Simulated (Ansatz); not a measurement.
Complex (SMILES): F (HF) with F (HF), atoms 1 to 2 the first; geometry from NCB31 set, monomers rigid:
```xyz
4

F      1.3237    -0.0902     0.0000
H      1.7404     0.7334     0.0000
F     -1.4572     0.0193     0.0000
H     -0.5393    -0.0947     0.0001
```

How fast the counterpoise-corrected interaction energy converges with the basis for several methods (Ansatz, a program for electronic structure): deviation from each method's own reference, in kcal/mol. References: CCSD(T) -4.61 kcal/mol, Hartree-Fock in aug-cc-pVQZ plus the correlation part extrapolated as X^-3 from aug-cc-pVTZ and aug-cc-pVQZ; HF -3.89 kcal/mol, the value in aug-cc-pV5Z; MP2 -4.48 kcal/mol, Hartree-Fock in aug-cc-pV5Z plus the correlation part extrapolated as X^-3 from aug-cc-pVQZ and aug-cc-pV5Z; PBE -4.62 kcal/mol, the value in aug-cc-pV5Z; PBE0 -4.65 kcal/mol, the value in aug-cc-pV5Z. Cartesian d functions, on some or all atoms, in 6-31G**; all else is spherical. In correlated methods cores are frozen. No added dispersion term, no relativity. 

```
basis            functions  CCSD(T)     HF    MP2    PBE   PBE0
---------------  ---------  -------  -----  -----  -----  -----
STO-3G                  12     5.65   3.96   4.99   1.19   2.18
6-31G**                 40     0.04  -0.74  -0.24  -0.81  -0.79
6-311G**                48     0.54  -0.41   0.29  -0.55  -0.49
aug-cc-pVDZ             64     0.57   0.05   0.48   0.11   0.09
6-311++G(2d,2p)         74     0.65   0.07   0.54   0.08   0.07
cc-pVTZ                 88     0.43  -0.06   0.26  -0.23  -0.16
def2-TZVPP              90     0.49  -0.01   0.36  -0.10  -0.07
def2-TZVPD              98     0.54   0.08   0.44   0.09   0.09
```

Mean absolute deviation over 6-311G**, 6-311++G(2d,2p), cc-pVTZ, def2-TZVPP, def2-TZVPD: HF 0.13, PBE0 0.18, PBE 0.21, MP2 0.38, CCSD(T) 0.53 kcal/mol.
